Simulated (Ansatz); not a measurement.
This geometry of BClH$_{4}$S (7 atoms, charge 0, multiplicity 1) is a first-order saddle point.

These are results of RKS PBE0-D4/def2-SVP in Ansatz 0.2.0, not measurements.

```xyz
7
Properties=species:S:1:pos:R:3
B 0.097 0.323 0.150
H -0.071 -0.394 1.212
Cl 1.513 -0.291 -0.758
H -0.989 0.399 -0.364
S 0.385 2.158 0.970
H 1.695 1.985 1.258
H 0.129 0.671 1.522
```

Problem. Which two structures does it join? (They come from a converged band through this point; their orientation in space is the band's.)

Solution. Bonds broken: B1–H2, S5–H7. Bonds formed: H2–H7. BClH4S becomes BClH2S + H2.

First end point:

```xyz
7
Properties=species:S:1:pos:R:3
B 0.116 0.028 0.085
H 0.188 -0.705 1.045
Cl 1.469 -0.158 -1.127
H -0.977 0.227 -0.397
S 0.506 1.908 0.866
H 1.673 1.659 1.504
H -0.215 1.893 2.013
```

Last end point:

```xyz
7
Properties=species:S:1:pos:R:3
B 0.303 0.866 -0.413
H -0.338 -0.788 2.324
Cl 1.445 -0.454 -0.566
H -0.826 0.718 -0.798
S 0.727 2.445 0.288
H 2.022 2.176 0.573
H -0.574 -0.112 2.581
```

Problem. How far does it lie above each of them?

Solution. 16.5 kcal/mol above the first and 24.1 kcal/mol above the second. This is the barrier of this one path; another mechanism may lie lower. The orbitals stay closed-shell, which can raise the energy where a bond breaks towards radicals; this wasn't checked here.

Run time: 2.2 min on 1 thread of Intel(R) Xeon(R) Platinum 8488C (Sapphire Rapids), with other jobs on the host, peak memory 0.15 GiB.
